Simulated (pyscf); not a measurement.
Optimised with ωB97X-D3(BJ)/def2-SVP in PySCF.

Question: PBE/def2-TZVP puts the barrier of `[SiH3][SiH3]` + `[OH2]` → `[OH][SiH2][SiH3]` + `[H][H]` (four-centre exchange; singlet surface; H–Si, H–O broken, O–Si, H–H formed) at 31.5 kcal/mol and the reaction energy at -12.6 kcal/mol, from the separated reactants. What do B3LYP-D3(BJ)/def2-TZVP, M06-2X/def2-TZVP, ωB97M-D3(BJ)/def2-TZVP give on the same structures?

Answer: B3LYP-D3(BJ): ΔE‡ = 36.3 kcal/mol, ΔE = -14.7 kcal/mol; M06-2X: ΔE‡ = 36.6 kcal/mol, ΔE = -16.7 kcal/mol; ωB97M-D3(BJ): ΔE‡ = 36.1 kcal/mol, ΔE = -14.0 kcal/mol. PBE's barrier lies under all of them, by 4.6 to 5.1 kcal/mol. Its reaction energy lies over all of them, by 1.4 to 4.1 kcal/mol. Low barriers are usual for a GGA, whose delocalisation error favours stretched bonds. HO–SiH₂–SiH₃ lies 27.0 kcal/mol over its isomer H₃Si–O–SiH₃ (electronic energy, ωB97M-D3(BJ)/def2-TZVP). One saddle was located; it need not be the lowest between these sides.
